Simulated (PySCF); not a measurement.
# C₅H₇F: electronic excitations at several levels of theory

How much do the electronic excitations of C₅H₇F (`CC1=C[C@@H]1CF`) depend on the level of theory, and what does each level cost?

The runs use PySCF 2.14.0, with density-fitted response routines of our own; the level of theory stands in each step. All values are computed, except where a source is named. Atoms are numbered from 0 throughout.

## 1. The starting structure

13 atoms, charge 0, multiplicity 1; geometry from: PBE0-D3(BJ)/def2-SVP.

Bonds of the start (Å): C0–C1 1.47, C1–C2 1.30, C2–C3 1.50, C3–C4 1.50, C4–F5 1.38, C3–C1 1.50, C0–H6 1.10, C0–H7 1.10, C0–H8 1.10, C2–H9 1.09, C3–H10 1.10, C4–H11 1.10, C4–H12 1.10.

## 2. TDDFT and polarisability: PBE0/def2-SVP

The job: settings as JSON, then the geometry in Å.

```
{"job": {"kind": "uv", "xc": "PBE0", "basis": "def2-SVP"}, "charge": 0, "multiplicity": 1}
C      1.992385     0.091760    -0.170098
C      0.629835     0.639319    -0.138761
C     -0.243363     1.559078     0.139765
C     -0.783127     0.337277    -0.547550
C     -1.584377    -0.693713     0.195407
F     -1.216738    -1.964485    -0.196969
H      2.012186    -0.903745     0.300322
H      2.318074    -0.048282    -1.213932
H      2.711540     0.748072     0.339969
H     -0.493079     2.541470     0.531904
H     -1.041412     0.390924    -1.620370
H     -2.666293    -0.580763     0.003123
H     -1.408741    -0.598967     1.281870
```

Method: TDDFT PBE0/def2-SVP, vertical, gas phase, core orbitals frozen in the response.

Run with:

```sh
$ OMP_NUM_THREADS=1 python probes_run.py task.json out
```

One launch serves the whole session: the jobs run in the order shown.

The log of the run:

```text
coarse grid: 10856 points
cycle   1  E = -293.8557718447  dE =  7.394e-01  |g| = 4.962e-01  |ddm| = 3.688e+00
cycle   2  E = -293.8383924236  dE =  1.738e-02  |g| = 6.213e-01  |ddm| = 1.089e+00
cycle   3  E = -293.9037736496  dE = -6.538e-02  |g| = 6.345e-02  |ddm| = 6.131e-01
cycle   4  E = -293.9044360110  dE = -6.624e-04  |g| = 2.972e-02  |ddm| = 8.885e-02
cycle   5  E = -293.9046267468  dE = -1.907e-04  |g| = 1.090e-02  |ddm| = 3.948e-02
cycle   6  E = -293.9046543794  dE = -2.763e-05  |g| = 3.194e-03  |ddm| = 1.334e-02
cycle   7  E = -293.9046568329  dE = -2.453e-06  |g| = 5.357e-04  |ddm| = 3.508e-03
final grid: 105248 points
cycle   8  E = -293.9476811826  dE = -2.308e-05  |g| = 7.256e-03  |ddm| = 2.103e-02
cycle   9  E = -293.9476760122  dE =  5.170e-06  |g| = 9.019e-03  |ddm| = 1.623e-02
cycle  10  E = -293.9476941554  dE = -1.814e-05  |g| = 1.159e-03  |ddm| = 8.930e-03
cycle  11  E = -293.9476944368  dE = -2.813e-07  |g| = 2.214e-04  |ddm| = 1.240e-03
cycle  12  E = -293.9476944449  dE = -8.177e-09  |g| = 1.386e-04  |ddm| = 3.765e-04
cycle  13  E = -293.9476944493  dE = -4.381e-09  |g| = 1.178e-05  |ddm| = 1.377e-04
cycle  14  E = -293.9476944493  dE = -2.728e-11  |g| = 4.672e-06  |ddm| = 2.312e-05
converged SCF energy = -293.9476944493

Static polarisability (au): isotropic 51.845, principal 41.112 53.539 60.885

Singlet excitations
state   eV       nm        f      main configurations
  1   6.5576    189.1   0.11221   H->L 0.94
  2   6.6506    186.4   0.00396   H-1->L 0.98
  3   7.5498    164.2   0.00377   H-2->L 0.68, H-3->L 0.18, H-4->L 0.10
  4   8.0750    153.5   0.01209   H->L+1 0.87, H->L+2 0.11
  5   8.2116    151.0   0.00565   H->L+2 0.79, H->L+1 0.12
  6   8.3787    148.0   0.00446   H-3->L 0.71, H-2->L 0.23
  7   8.7234    142.1   0.02996   H->L+3 0.91
  8   9.0087    137.6   0.05349   H->L+4 0.83
  9   9.0924    136.4   0.06848   H->L+5 0.64, H-4->L 0.20
 10   9.1466    135.6   0.02418   H-4->L 0.44, H-1->L+1 0.24, H->L+5 0.19

Triplet excitations (Tamm-Dancoff, eV): 4.1931 6.2045 7.0912 7.7446
```

It took 13 s on 1 thread of Arm Neoverse V1, shared host; peak memory 0.61 GiB.

The orbitals next to the gap, with their largest atomic shares:

```
orbital     eV                      atoms
 HOMO−3  -9.38  F5 41 %, C4 12 %, C2 11 %
 HOMO−2  -9.05  F5 31 %, C2 16 %, C3 13 %
 HOMO−1  -8.20  C3 39 %, C1 21 %, C2 10 %
   HOMO  -7.06   C2 36 %, C1 27 %, C4 9 %
   LUMO   0.31   C1 42 %, C2 42 %, H7 4 %
 LUMO+1   2.20  H6 25 %, H7 21 %, H8 18 %
 LUMO+2   2.60  H9 20 %, C4 15 %, C2 13 %
```

With each of the 10 states as a Gaussian band of 0.4 eV half-width at 1/e, the curve within the window shown has maxima at 189 nm (ε 4,700), 137 nm (ε 6,500) L/(mol cm). Beyond the last state computed it falls off for lack of states. The curve at chosen wavelengths:

nm, ε (L/mol/cm) and a bar:
```
      131       2523 ###########
      134       5180 ########################
      137       6457 ##############################
      140       5417 #########################
      143       3465 ################
      146       2020 #########
      149       1327 #####
      152       1023 ####
      155        793 ###
      158        565 ##
      161        382 #
      164        267 
      167        223 
      171        356 #
      174        740 ##
      177       1473 ######
      180       2512 ###########
      183       3615 ################
      186       4433 ####################
      189       4693 ######################
      192       4346 ####################
      195       3563 ################
      198       2614 ############
      201       1734 #######
      204       1049 ####
      207        584 ##
```

Ground-state properties from the same run:

```
           property  computed
  dipole moment (D)      1.90
polarisability (Å³)      7.68
 HOMO–LUMO gap (eV)      7.37
      −ε(HOMO) (eV)      7.06
```

## 3. Ultraviolet spectrum: PBE0/def2-TZVP

The job, as its differences from that of step 2:

```diff
@@ -1,2 +1,2 @@
-{"job": {"kind": "uv", "xc": "PBE0", "basis": "def2-SVP"}, "charge": 0, "multiplicity": 1}
+{"job": {"kind": "uv", "xc": "PBE0", "basis": "def2-TZVP"}, "charge": 0, "multiplicity": 1}
 C      1.992385     0.091760    -0.170098
```

With the program's defaults for keys left out, this is: TDDFT PBE0/def2-TZVP, vertical, gas phase, core orbitals frozen in the response.

The log of the run:

```text
coarse grid: 10856 points
cycle   1  E = -294.2330598705  dE =  7.780e-01  |g| = 5.151e-01  |ddm| = 2.671e+00
cycle   2  E = -294.2080293559  dE =  2.503e-02  |g| = 6.857e-01  |ddm| = 1.413e+00
cycle   3  E = -294.2831897690  dE = -7.516e-02  |g| = 7.800e-02  |ddm| = 8.940e-01
cycle   4  E = -294.2840434861  dE = -8.537e-04  |g| = 3.753e-02  |ddm| = 8.644e-02
cycle   5  E = -294.2843322277  dE = -2.887e-04  |g| = 1.231e-02  |ddm| = 3.860e-02
cycle   6  E = -294.2843652641  dE = -3.304e-05  |g| = 4.088e-03  |ddm| = 1.150e-02
cycle   7  E = -294.2843690911  dE = -3.827e-06  |g| = 6.438e-04  |ddm| = 3.619e-03
final grid: 105248 points
cycle   8  E = -294.2764002286  dE = -6.206e-05  |g| = 7.083e-03  |ddm| = 6.688e-02
cycle   9  E = -294.2763959461  dE =  4.282e-06  |g| = 8.431e-03  |ddm| = 1.303e-02
cycle  10  E = -294.2764119842  dE = -1.604e-05  |g| = 1.387e-03  |ddm| = 6.829e-03
cycle  11  E = -294.2764123235  dE = -3.393e-07  |g| = 3.531e-04  |ddm| = 1.322e-03
cycle  12  E = -294.2764123459  dE = -2.233e-08  |g| = 1.843e-04  |ddm| = 4.038e-04
cycle  13  E = -294.2764123531  dE = -7.202e-09  |g| = 2.331e-05  |ddm| = 1.725e-04
cycle  14  E = -294.2764123532  dE = -9.902e-11  |g| = 6.597e-06  |ddm| = 3.345e-05
converged SCF energy = -294.2764123532

Static polarisability (au): isotropic 58.281, principal 47.386 60.294 67.162

Singlet excitations
state   eV       nm        f      main configurations
  1   6.3432    195.5   0.10814   H->L 0.95
  2   6.5268    190.0   0.00376   H-1->L 0.98
  3   7.4180    167.1   0.00706   H->L+1 0.77, H-2->L 0.16
  4   7.4458    166.5   0.00187   H-2->L 0.59, H->L+1 0.22, H-3->L 0.09
  5   7.7301    160.4   0.00597   H->L+2 0.87
  6   8.1753    151.7   0.04667   H->L+3 0.93
  7   8.3551    148.4   0.05818   H->L+4 0.84, H-3->L 0.11
  8   8.3674    148.2   0.00991   H-3->L 0.70, H->L+4 0.13, H-2->L 0.12
  9   8.5367    145.2   0.01147   H-1->L+1 0.95
 10   8.6604    143.2   0.02415   H->L+5 0.92

Triplet excitations (Tamm-Dancoff, eV): 4.1670 6.0834 7.0012 7.2604
```

Wall time 38 s (1 thread of Arm Neoverse V1, shared host); peak memory 0.86 GiB.

In short: HOMO -7.10 eV, LUMO 0.13 eV; lowest singlet 6.34 eV.

## 4. Ultraviolet spectrum: PBE0/aug-cc-pVDZ

The job, as its differences from that of step 3:

```diff
@@ -1,2 +1,2 @@
-{"job": {"kind": "uv", "xc": "PBE0", "basis": "def2-TZVP"}, "charge": 0, "multiplicity": 1}
+{"job": {"kind": "uv", "xc": "PBE0", "basis": "aug-cc-pVDZ"}, "charge": 0, "multiplicity": 1}
 C      1.992385     0.091760    -0.170098
```

With the program's defaults for keys left out, this is: TDDFT PBE0/aug-cc-pVDZ, vertical, gas phase, core orbitals frozen in the response.

The log of the run:

```text
coarse grid: 10856 points
cycle   1  E = -294.1454498984  dE =  8.075e-01  |g| = 4.580e-01  |ddm| = 1.097e+01
cycle   2  E = -294.1250675848  dE =  2.038e-02  |g| = 6.040e-01  |ddm| = 2.544e+00
cycle   3  E = -294.1891763988  dE = -6.411e-02  |g| = 7.149e-02  |ddm| = 9.492e-01
cycle   4  E = -294.1900020806  dE = -8.257e-04  |g| = 3.013e-02  |ddm| = 2.169e-01
cycle   5  E = -294.1901964136  dE = -1.943e-04  |g| = 1.080e-02  |ddm| = 1.108e-01
cycle   6  E = -294.1902226850  dE = -2.627e-05  |g| = 3.695e-03  |ddm| = 2.673e-02
cycle   7  E = -294.1902259552  dE = -3.270e-06  |g| = 5.545e-04  |ddm| = 7.852e-03
final grid: 105248 points
cycle   8  E = -294.1984062239  dE = -2.769e-05  |g| = 7.852e-03  |ddm| = 2.051e-01
cycle   9  E = -294.1983991084  dE =  7.115e-06  |g| = 9.975e-03  |ddm| = 4.840e-02
cycle  10  E = -294.1984216396  dE = -2.253e-05  |g| = 1.384e-03  |ddm| = 2.190e-02
cycle  11  E = -294.1984220276  dE = -3.880e-07  |g| = 2.320e-04  |ddm| = 3.877e-03
cycle  12  E = -294.1984220353  dE = -7.663e-09  |g| = 1.629e-04  |ddm| = 7.901e-04
cycle  13  E = -294.1984220413  dE = -6.031e-09  |g| = 1.826e-05  |ddm| = 3.138e-04
cycle  14  E = -294.1984220414  dE = -7.219e-11  |g| = 6.712e-06  |ddm| = 6.454e-05
converged SCF energy = -294.1984220414

Static polarisability (au): isotropic 61.219, principal 50.431 63.274 69.951

Singlet excitations
state   eV       nm        f      main configurations
  1   6.1073    203.0   0.02138   H->L 0.74, H->L+1 0.23
  2   6.1868    200.4   0.09077   H->L+1 0.73, H->L 0.22
  3   6.4715    191.6   0.00290   H-1->L 0.67, H-1->L+1 0.25
  4   6.5473    189.4   0.00865   H->L+2 0.87, H->L+3 0.09
  5   6.6840    185.5   0.02907   H->L+3 0.87, H->L+2 0.09
  6   6.8063    182.2   0.03485   H->L+4 0.97
  7   7.2772    170.4   0.01191   H-1->L+1 0.68, H-1->L 0.27
  8   7.3280    169.2   0.00803   H->L+5 0.88
  9   7.4099    167.3   0.00347   H-2->L 0.45, H-2->L+1 0.17, H->L+5 0.09
 10   7.4461    166.5   0.00343   H->L+6 0.69, H->L+7 0.15

Triplet excitations (Tamm-Dancoff, eV): 4.1634 6.0430 6.0520 6.4614
```

It took 30 s on 1 thread of Arm Neoverse V1, shared host; peak memory 0.84 GiB.

This run: HOMO -7.10 eV, LUMO -0.05 eV; lowest singlet 6.11 eV.

## 5. Ultraviolet spectrum: PBE0/def2-TZVPD

The job, as its differences from that of step 4:

```diff
@@ -1,2 +1,2 @@
-{"job": {"kind": "uv", "xc": "PBE0", "basis": "aug-cc-pVDZ"}, "charge": 0, "multiplicity": 1}
+{"job": {"kind": "uv", "xc": "PBE0", "basis": "def2-TZVPD"}, "charge": 0, "multiplicity": 1}
 C      1.992385     0.091760    -0.170098
```

Method: TDDFT PBE0/def2-TZVPD, vertical, gas phase, core orbitals frozen in the response.

The log of the run:

```text
coarse grid: 10856 points
cycle   1  E = -294.2345295545  dE =  7.786e-01  |g| = 5.152e-01  |ddm| = 4.503e+00
cycle   2  E = -294.2068836742  dE =  2.765e-02  |g| = 6.965e-01  |ddm| = 2.087e+00
cycle   3  E = -294.2846248352  dE = -7.774e-02  |g| = 8.027e-02  |ddm| = 7.100e-01
cycle   4  E = -294.2855314183  dE = -9.066e-04  |g| = 3.765e-02  |ddm| = 1.312e-01
cycle   5  E = -294.2858226841  dE = -2.913e-04  |g| = 1.232e-02  |ddm| = 7.372e-02
cycle   6  E = -294.2858555214  dE = -3.284e-05  |g| = 4.239e-03  |ddm| = 2.183e-02
cycle   7  E = -294.2858596583  dE = -4.137e-06  |g| = 6.499e-04  |ddm| = 7.765e-03
final grid: 105248 points
cycle   8  E = -294.2778992105  dE = -6.519e-05  |g| = 7.092e-03  |ddm| = 2.622e-01
cycle   9  E = -294.2778948074  dE =  4.403e-06  |g| = 8.470e-03  |ddm| = 2.707e-02
cycle  10  E = -294.2779109988  dE = -1.619e-05  |g| = 1.400e-03  |ddm| = 1.412e-02
cycle  11  E = -294.2779113445  dE = -3.457e-07  |g| = 3.587e-04  |ddm| = 1.802e-03
cycle  12  E = -294.2779113677  dE = -2.319e-08  |g| = 1.838e-04  |ddm| = 7.673e-04
cycle  13  E = -294.2779113749  dE = -7.162e-09  |g| = 2.491e-05  |ddm| = 2.355e-04
cycle  14  E = -294.2779113750  dE = -1.135e-10  |g| = 7.056e-06  |ddm| = 5.980e-05
converged SCF energy = -294.2779113750

Static polarisability (au): isotropic 61.082, principal 50.341 63.073 69.833

Singlet excitations
state   eV       nm        f      main configurations
  1   6.2485    198.4   0.10569   H->L 0.95
  2   6.4501    192.2   0.00539   H->L+1 0.82, H-1->L 0.15
  3   6.4947    190.9   0.00744   H-1->L 0.82, H->L+1 0.15
  4   6.9286    178.9   0.00613   H->L+2 0.80, H->L+3 0.16
  5   7.1022    174.6   0.03896   H->L+3 0.79, H->L+2 0.16
  6   7.2924    170.0   0.05481   H->L+4 0.95
  7   7.4274    166.9   0.00062   H-2->L 0.79, H-3->L 0.10
  8   7.6013    163.1   0.01466   H-1->L+1 0.96
  9   7.8518    157.9   0.00900   H->L+5 0.96
 10   8.0573    153.9   0.01218   H->L+6 0.92

Triplet excitations (Tamm-Dancoff, eV): 4.1551 6.0542 6.3441 6.7541
```

Run time: 50 s. Hardware: 1 thread of Arm Neoverse V1, shared host; peak memory 0.99 GiB.

Key values: HOMO -7.12 eV, LUMO 0.03 eV; lowest singlet 6.25 eV.

## 6. Excited states and response: PBE0/6-31+G*

The job, as its differences from that of step 5:

```diff
@@ -1,2 +1,2 @@
-{"job": {"kind": "uv", "xc": "PBE0", "basis": "def2-TZVPD"}, "charge": 0, "multiplicity": 1}
+{"job": {"kind": "uv", "xc": "PBE0", "basis": "6-31+G*"}, "charge": 0, "multiplicity": 1}
 C      1.992385     0.091760    -0.170098
```

Level: TDDFT PBE0/6-31+G*, vertical, gas phase, core orbitals frozen in the response.

The log of the run:

```text
coarse grid: 10856 points
cycle   1  E = -294.1636312613  dE =  7.954e-01  |g| = 4.528e-01  |ddm| = 4.259e+00
cycle   2  E = -294.1461485028  dE =  1.748e-02  |g| = 5.871e-01  |ddm| = 2.359e+00
cycle   3  E = -294.2075308100  dE = -6.138e-02  |g| = 7.070e-02  |ddm| = 1.377e+00
cycle   4  E = -294.2083483362  dE = -8.175e-04  |g| = 2.903e-02  |ddm| = 1.643e-01
cycle   5  E = -294.2085306562  dE = -1.823e-04  |g| = 1.011e-02  |ddm| = 7.197e-02
cycle   6  E = -294.2085539062  dE = -2.325e-05  |g| = 3.382e-03  |ddm| = 2.343e-02
cycle   7  E = -294.2085566473  dE = -2.741e-06  |g| = 5.172e-04  |ddm| = 9.180e-03
final grid: 105248 points
cycle   8  E = -294.1709470787  dE = -2.300e-05  |g| = 8.035e-03  |ddm| = 8.710e-02
cycle   9  E = -294.1709395618  dE =  7.517e-06  |g| = 1.039e-02  |ddm| = 4.198e-02
cycle  10  E = -294.1709629451  dE = -2.338e-05  |g| = 1.315e-03  |ddm| = 1.945e-02
cycle  11  E = -294.1709633000  dE = -3.549e-07  |g| = 1.869e-04  |ddm| = 2.232e-03
cycle  12  E = -294.1709633036  dE = -3.657e-09  |g| = 1.520e-04  |ddm| = 6.259e-04
cycle  13  E = -294.1709633090  dE = -5.369e-09  |g| = 1.488e-05  |ddm| = 3.140e-04
cycle  14  E = -294.1709633090  dE = -4.809e-11  |g| = 5.406e-06  |ddm| = 9.204e-05
converged SCF energy = -294.1709633090

Static polarisability (au): isotropic 57.000, principal 46.078 59.494 65.429

Singlet excitations
state   eV       nm        f      main configurations
  1   6.2662    197.9   0.10644   H->L 0.95
  2   6.4791    191.4   0.00908   H->L+1 0.90
  3   6.5395    189.6   0.00735   H-1->L 0.89
  4   6.8712    180.4   0.00269   H->L+2 0.83, H->L+3 0.13
  5   6.9999    177.1   0.03487   H->L+3 0.83, H->L+2 0.13
  6   7.2830    170.2   0.04015   H->L+4 0.94
  7   7.4673    166.0   0.00083   H-2->L 0.79
  8   7.6388    162.3   0.01785   H-1->L+1 0.92
  9   7.6915    161.2   0.00375   H->L+5 0.91
 10   7.8426    158.1   0.01415   H->L+6 0.94

Triplet excitations (Tamm-Dancoff, eV): 4.1795 6.1220 6.3681 6.7071
```

It took 14 s on 1 thread of Arm Neoverse V1, shared host; peak memory 0.65 GiB.

This run: HOMO -7.11 eV, LUMO 0.04 eV; lowest singlet 6.27 eV.

## 7. Side by side: electronic excitations

Excitations and ground-state properties, with basis size and wall time:

```
             run  lowest singlet (eV)  brightest (eV)      f  gap (eV)  α (Å³)  μ (D)  functions  time
   PBE0/def2-SVP                 6.56            6.56  0.112      7.37    7.68   1.90        119  13 s
  PBE0/def2-TZVP                 6.34            6.34  0.108      7.23    8.64   1.98        228  38 s
PBE0/aug-cc-pVDZ                 6.11            6.19  0.091      7.05    9.07   2.02        201  30 s
 PBE0/def2-TZVPD                 6.25            6.25  0.106      7.15    9.05   2.02        288  50 s
    PBE0/6-31+G*                 6.27            6.27  0.106      7.15    8.45   2.10        122  14 s
```

## 8. What came out

```
                      quantity                        value
lowest singlet (PBE0/def2-SVP)  6.56 eV (189 nm), f = 0.112
                lowest triplet                      4.19 eV
   range of the lowest singlet              6.11 to 6.56 eV
```

In words: Single values in the summary come from the first sound run of each kind (PBE0/def2-SVP), which need not be the best level. The lowest singlet, at 6.56 eV, is HOMO→LUMO 0.94 and is bright. The lowest triplet lies 2.36 eV below the lowest singlet (triplets in Tamm-Dancoff, singlets in full TDDFT). The basis of PBE0/def2-SVP has no diffuse functions, so Rydberg states are missing and the high states are unreliable. The lowest singlet runs from 6.11 eV (PBE0/aug-cc-pVDZ) to 6.56 eV (PBE0/def2-SVP), while the orbital gap spans 7.05 to 7.37 eV. The lowest state need not be the same one in every run.
